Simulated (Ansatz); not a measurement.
Basis-set extrapolation for H3OSi−, SMILES `[O-][SiH3]` (PBE0-D4/def2-TZVPD geometry, frozen core, Ansatz 0.2.0). Multiplicity 1, RHF reference.

|  | def2-TZVPPD | def2-QZVPPD |
| --- | --- | --- |
| HF | -365.616866 | -365.629629 |
| MP2 correlation | -0.395788 | -0.424244 |
| CCSD(T) correlation | -0.428213 | -0.454074 |

Energies in hartree. Use E(X) = E(∞) + A·exp(−7.88·√X) for Hartree–Fock and E(X) = E(∞) + B·X^(−2.97) for correlation, with X = 3 and 4.

Q: What is the CCSD(T) energy at the basis-set limit?

A: HF limit: -365.629629 + (-0.012763) × 0.13774 = -365.63139. Correlation limit: -0.454074 + (-0.025861) × 0.74074 = -0.47323. Total: -366.10462 hartree, 37.4 kcal/mol below CCSD(T)/def2-TZVPPD.
